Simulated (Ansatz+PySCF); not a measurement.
Values are calculated unless marked as measured or tabulated.
Input for Ansatz (development build ahead of 0.2.0):

```yaml
crystal:
  periodic: [false, false, false]
  atoms:
    - { symbol: S, position_ang: [0.0, 0.0, -0.20284] }
    - { symbol: H, position_ang: [0.0, 1.89447, 1.62268] }
    - { symbol: H, position_ang: [0.0, -1.89447, 1.62268] }
basis:
  gaussian: { orbitals: "6-31G" }
hamiltonian:
  xc: pbe0
scf:
  omitted_lower_state_checks: [starts, atomic_configurations, cluster_reference, orbital_swaps, given_window_search, neighbouring_geometries, increment]
output:
  forces: true
```

The input is written out in the form of the current development build from the run's settings.

Results

```json
{
  "Converged": "yes",
  "Total energy": "-398.91030 hartree",
  "Spin squared of the determinant": "0.000",
  "Stability test": "minimum among restricted orbitals"
}
```

Forces (eV/Å):
```json
{"atom": "S1", "Fx": "0.000", "Fy": "0.000", "Fz": "3.409"}
{"atom": "H2", "Fx": "0.000", "Fy": "-1.798", "Fz": "-1.704"}
{"atom": "H3", "Fx": "0.000", "Fy": "1.798", "Fz": "-1.704"}
```

Caution: charge can spread falsely over distant fragments; an unrestricted determinant lies well below.
